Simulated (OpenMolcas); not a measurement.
**One shape, several levels: PH2 (SMILES [PH2])**

We compute a comparison of 6 runs (ROHF/pcseg-0, UB3LYP/pcseg-0, UPBE/pcseg-0, UPBE0/pcseg-0, ROMP2/pcseg-0, ROCCSD(T)/pcseg-0) of PH2. 

Program for the calculation: OpenMolcas 26.06.

1 further run of the same task is left out (set aside as unsound or not needed).

**1. The molecule**

The species is PH2 (3 atoms), meant as a doublet with charge 0. SMILES: `[PH2]`. The P1–H3 distance was set to 2.492 Å, away from the relaxed value. At this shape a bond of the SMILES string is far longer than usual.

Bond lengths: P1–H2 1.424 Å.

**2. A single-point energy at ROHF/pcseg-0 (run 1)**

The input, step1.input:

```
* H2P Hartree-Fock
&gateway
baslib
$CurrDir
coord
3
bohr
P      2.64624396     0.02872762     1.47041668
H      1.86939645     2.60038031     1.31647959
H     -1.21012392    -1.40240355    -0.82197417
basis
pcseg-0
group
NoSym
&seward
&scf
uhf
spin
2
prorbitals
1 1
&rasscf
fileorb
$Project.UnaOrb
spin
2
nactel
1 0 0
inactive
8
ras2
1
outorbitals
Canonical
orblisting
Nothing
```

The basis set pcseg-0 is read from a file made from the Basis Set Exchange's data (not shown).

Command:

```bash
export MOLCAS_MEM=1860
pymolcas step1.input > step1.log
```

What it wrote:

```text
--- Start Module: gateway ---
[...]
--- Stop Module: gateway /rc=_RC_ALL_IS_WELL_ ---
[...]
      Basis functions           17
[...]
--- Start Module: scf ---
[...]
       Convergence after  34 Iterations
[...]
::    Total SCF energy                               -341.3234198158
[...]
      Total spin, S                                     0.8350090463
[...]
--- Stop Module: scf /rc=_RC_ALL_IS_WELL_ ---
[...]
--- Start Module: rasscf ---
[...]
      Number of active orbitals                  1
[...]
      Spin quantum number                      0.5
[...]
      Active orbitals                            1
[...]
      Number of CSFs                             1
[...]
      Number of root(s) required                 1
[...]
      Convergence after 13 iterations
[...]
      printout of CI-coefficients larger than  0.05 for root  1
      energy=    -341.292701
      conf/sym  1     Coeff  Weight
             1  u   1.00000 1.00000
      Natural orbitals and occupation numbers for root  1
      sym 1:   1.000000
      ************************************************************************************************************************
      *                                                    Final results                                                     *
[...]
::    RASSCF root number  1 Total energy:   -341.29270125
[...]
      Total electronic charge=   17.000000
      Total            charge=   -0.000000
[...]
      Dipole Moment (debye):
      Origin of the operator (angstrom)=    1.3254    0.0336    0.7386
                   X=  7.1964E-01               Y=  1.4483E+00               Z=  5.5494E-01           Total=  1.7098E+00
      Quadrupole Moment (debye*angstrom):
[...]
--- Stop Module: rasscf /rc=_RC_ALL_IS_WELL_ ---
[...]
```

Run time: 3.3 s. Hardware: 1 thread of Arm Neoverse V1, shared host; peak memory 0.37 GiB.

**3. The energy at UB3LYP/pcseg-0 (run 2)**

The input, mol.inp:

```
* H2P Kohn-Sham DFT

&GATEWAY
 BasLib=$CurrDir
 Coord
 3
 bohr
 P      2.64624396     0.02872762     1.47041668
 H      1.86939645     2.60038031     1.31647959
 H     -1.21012392    -1.40240355    -0.82197417
 Basis=pcseg-0
 Group=NoSym

&SEWARD
 GridInput
 Grid=UltraFine
 End of Grid

&SCF
 UHF
 Spin=2
 KSDFT=B3LYP
 Thresholds=1e-10 1e-07 1e-07 1e-05
 PrOrbitals=1 1
```

The basis set pcseg-0 is read from a file made from the Basis Set Exchange's data (not shown).

Command:

```bash
export MOLCAS_MEM=1860
pymolcas mol.inp > mol.log
```

What it wrote:

```text
--- Start Module: gateway ---
[...]
--- Stop Module: gateway /rc=_RC_ALL_IS_WELL_ ---
--- Start Module: seward ---
[...]
      Basis functions           17
--- Stop Module: seward /rc=_RC_ALL_IS_WELL_ ---
--- Start Module: scf ---
[...]
       Convergence after  17 Iterations
[...]
::    Total KS-DFT energy                            -342.0147724015
[...]
      Total spin, S                                     0.6891685392
[...]
      Total electronic charge=   17.000000
      Total            charge=   -0.000000
[...]
      Dipole Moment (debye):
      Origin of the operator (angstrom)=    1.3254    0.0336    0.7386
                   X=  1.7706E-01               Y=  1.0874E+00               Z=  2.1523E-01           Total=  1.1225E+00
      Quadrupole Moment (debye*angstrom):
[...]
--- Stop Module: scf /rc=_RC_ALL_IS_WELL_ ---
[...]
```

Wall time 6 s (1 thread of Arm Neoverse V1, shared host); peak memory 0.37 GiB.

Run 3 isn't shown in full; the table further down has it.

**4. The energy at UPBE0/pcseg-0 (run 4)**

The input, mol.input:

```
* H2P Kohn-Sham DFT
>>> EXPORT MOLCAS_PRINT=2
&GATEWAY
BASLIB=$CurrDir
COORD
3
bohr
P      2.64624396     0.02872762     1.47041668
H      1.86939645     2.60038031     1.31647959
H     -1.21012392    -1.40240355    -0.82197417
BASIS=pcseg-0
GROUP=NoSym
&SEWARD
GRIDINPUT
Grid=UltraFine
End of Grid
&SCF
UHF
SPIN=2
KSDFT=PBE0
THRESHOLDS=1e-10 1e-07 1e-07 1e-05
PRORBITALS=1 1
```

The basis set pcseg-0 is read from a file made from the Basis Set Exchange's data (not shown).

Command:

```bash
export MOLCAS_MEM=1860
pymolcas mol.input > mol.log
```

What it wrote:

```text
--- Start Module: gateway ---
[...]
--- Stop Module: gateway /rc=_RC_ALL_IS_WELL_ ---
--- Start Module: seward ---
[...]
      Basis functions           17
--- Stop Module: seward /rc=_RC_ALL_IS_WELL_ ---
--- Start Module: scf ---
[...]
       Convergence after  34 Iterations
[...]
::    Total KS-DFT energy                            -341.8509166810
[...]
      Total spin, S                                     0.7395570522
[...]
      Total electronic charge=   17.000000
      Total            charge=   -0.000000
[...]
      Dipole Moment (debye):
      Origin of the operator (angstrom)=    1.3254    0.0336    0.7386
                   X= -8.1992E-02               Y=  1.1134E+00               Z=  7.4384E-02           Total=  1.1189E+00
      Quadrupole Moment (debye*angstrom):
[...]
--- Stop Module: scf /rc=_RC_ALL_IS_WELL_ ---
[...]
```

Run time: 9 s. Hardware: 1 thread of Arm Neoverse V1, shared host; peak memory 0.37 GiB.

Run 5 isn't shown in full; the table further down has it.

**5. A single-point energy at ROCCSD(T)/pcseg-0 (run 6)**

The input, mol.inp:

```
&gateway
baslib
$CurrDir
coord
3
bohr
P      2.64624396     0.02872762     1.47041668
H      1.86939645     2.60038031     1.31647959
H     -1.21012392    -1.40240355    -0.82197417
basis
pcseg-0
group
NoSym
&seward
&scf
uhf
spin
2
thresholds
1e-10 1e-07 1e-07 1e-05
prorbitals
1 1
&rasscf
fileorb
$Project.UnaOrb
spin
2
nactel
1 0 0
inactive
8
ras2
1
outorbitals
Canonical
orblisting
Nothing
&motra
jobiph
frozen
5
&ccsdt
cct
triples
3
iterations
80
accuracy
1e-08
extrapolation
5 4
```

The basis set pcseg-0 is read from a file made from the Basis Set Exchange's data (not shown).

Command:

```bash
export MOLCAS_MEM=1860
pymolcas mol.inp > mol.log
```

What it wrote:

```text
--- Start Module: gateway ---
[...]
--- Stop Module: gateway /rc=_RC_ALL_IS_WELL_ ---
[...]
      Basis functions           17
[...]
       Convergence after  35 Iterations
[...]
::    Total SCF energy                               -341.3234198158
[...]
      Total spin, S                                     0.8350090425
[...]
      Number of active orbitals                  1
[...]
      Spin quantum number                      0.5
[...]
      Active orbitals                            1
[...]
      Number of CSFs                             1
[...]
      Number of root(s) required                 1
[...]
      Convergence after 13 iterations
[...]
      printout of CI-coefficients larger than  0.05 for root  1
      energy=    -341.292701
      conf/sym  1     Coeff  Weight
             1  u   1.00000 1.00000
      Natural orbitals and occupation numbers for root  1
      sym 1:   1.000000
      ************************************************************************************************************************
      *                                                    Final results                                                     *
[...]
::    RASSCF root number  1 Total energy:   -341.29270125
[...]
      Total electronic charge=   17.000000
      Total            charge=   -0.000000
[...]
      Dipole Moment (debye):
      Origin of the operator (angstrom)=    1.3254    0.0336    0.7386
                   X=  7.1964E-01               Y=  1.4483E+00               Z=  5.5494E-01           Total=  1.7098E+00
      Quadrupole Moment (debye*angstrom):
[...]
--- Start Module: motra ---
[...]
      *** WARNING: Default frozen orbitals is overwritten by user input.
      *** Default values:   5
[...]
--- Stop Module: motra /rc=_RC_ALL_IS_WELL_ ---
--- Start Module: ccsdt ---
[...]
      Convergence after                    33  Iterations
      Total energy (diff) :    -341.40159569      -0.00000001
[...]
 METHOD                       : CCSD+T(CCSD)+<T3(1)WT1>+<T3(1)UT2> = CCSD(T)
[...]
       CCSD     =      -341.4015956940376
[...]
--- Stop Module: ccsdt /rc=_RC_ALL_IS_WELL_ ---
[...]
```

Wall time 3.3 s (1 thread of Arm Neoverse V1, shared host); peak memory 0.37 GiB.

**6. The series**

```tsv
run	level	integration grid	SCF convergence threshold	energy (Eh)	dipole moment (D)	wall time
1	ROHF/pcseg-0	–	–	-341.292701	1.71	3.3 s
2	UB3LYP/pcseg-0	UltraFine	1e-10	-342.014772	1.12	6 s
3	UPBE/pcseg-0	UltraFine	1e-10	-341.832344	1.14	5.7 s
4	UPBE0/pcseg-0	UltraFine	1e-10	-341.850917	1.12	9 s
5	ROMP2/pcseg-0	–	1e-10	-341.361440	–	3.3 s
6	ROCCSD(T)/pcseg-0	–	1e-10	-341.403952	–	3.3 s
```

**7. Results**

```
             quantity          value
  run 6: total energy  -341.40395 Eh
run 6: (T) correction      -2.36 mEh
```

Over runs 1, 2, 3, 4 the dipole moment (its size) runs from 1.12 D (UPBE0/pcseg-0) to 1.71 D (ROHF/pcseg-0). Totals of different functionals can't be ranked against each other. Spin contamination of the reference: run 4 ⟨S²⟩ = 1.29, run 2 ⟨S²⟩ = 1.16, run 3 ⟨S²⟩ = 1.02. All runs together took 31 s, the longest 9 s.
